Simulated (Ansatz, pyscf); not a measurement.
•H₂C–OH → H₃C–O•, a hydrogen shift on the doublet surface: H–O broken, C–H formed. PySCF, gas phase, ωB97X-D3(BJ)/def2-SVP geometries. Wave-function energies: Ansatz (a first-principles code), frozen core, RHF or UHF references. In kJ/mol, from the reactant's lowest minimum found.

Cost: rough CPU time of the saddle's run relative to CCSD(T)/cc-pV(D+d)Z, from one job on a shared machine, with the HF step and its search for lower states.

| level | barrier | reaction energy | cost |
|---|---|---|---|
| r²SCAN/def2-TZVP | 165.07 | +29.40 | – |
| ωB97M-D3(BJ)/def2-TZVP | 169.05 | +29.37 | – |
| CCSD(T)/cc-pV(D+d)Z | 173.99 | +24.50 | 1 |
| CCSDT(Q)/cc-pV(D+d)Z | … | … | 31 |
| CCSD(T)/cc-pV(T+d)Z | 174.55 | +35.02 | 7 |
| CCSD(T)/cc-pV(Q+d)Z | … | +38.22 | – |

Problem. Some entries are withheld; supply them.

Solution. 
- CCSDT(Q)/cc-pV(D+d)Z, barrier: 173.13
- CCSDT(Q)/cc-pV(D+d)Z, reaction energy: +24.77
- CCSD(T)/cc-pV(Q+d)Z, barrier: 175.33

In cc-pV(D+d)Z, going from CCSD(T) to CCSDT(Q) shifts the barrier by -0.86 and the reaction energy by +0.26 kJ/mol. With HF in the quadruple-zeta basis and the correlation energy extrapolated as X⁻³ from X = 3, 4, CCSD(T) gives 175.46 and +39.34; adding the double-zeta shift gives ΔE‡ = 174.60 and ΔE = +39.61 kJ/mol, without core correlation, relativity or geometry relaxation at these levels. One saddle was located; it need not be the lowest between these sides. The CCSD(T) − MP2 part came from Ansatz, without density fitting, on the same reference.
